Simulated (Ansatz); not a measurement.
System: hexagonal-diamond Si (model structure). Method: r²SCAN+rVV10 (plane waves, PAW; Ansatz, a first-principles code).

Run with plane-wave cutoff 500 eV, 12×12×6 k mesh (along the axes of the cell as run), gaussian smearing 0.02 eV, scalar-relativistic PAW data made under PBE.

Cell (relaxed at this level):

```cif
data_Si4
_chemical_formula_sum 'Si4'
_space_group_name_H-M_alt 'P63/mmc'
_space_group_IT_number 194
_space_group_name_Hall '-P 6c 2c'
_cell_length_a 3.82538
_cell_length_b 3.82538
_cell_length_c 6.33327
_cell_angle_alpha 90.000
_cell_angle_beta 90.000
_cell_angle_gamma 120.000
loop_
_atom_site_label
_atom_site_type_symbol
_atom_site_symmetry_multiplicity
_atom_site_Wyckoff_symbol
_atom_site_fract_x
_atom_site_fract_y
_atom_site_fract_z
_atom_site_occupancy
Si1 Si 4 f 0.33333 0.66667 0.06313 1
```

Problem. Estimate the band gap that the calculation returns.

Solution. 
- band gap: 0.56 eV (on the SCF k mesh)

Note: the relaxation could raise the start's symmetry but not lower it, so the cell can be a saddle point.

Static lattice: no zero-point or thermal effects.

Computing time: very roughly 40 core-seconds.

A model structure was made by putting elements into a prototype or built by hand; it is no filed structure, need not be a known phase, and can be a saddle point held by its symmetry.
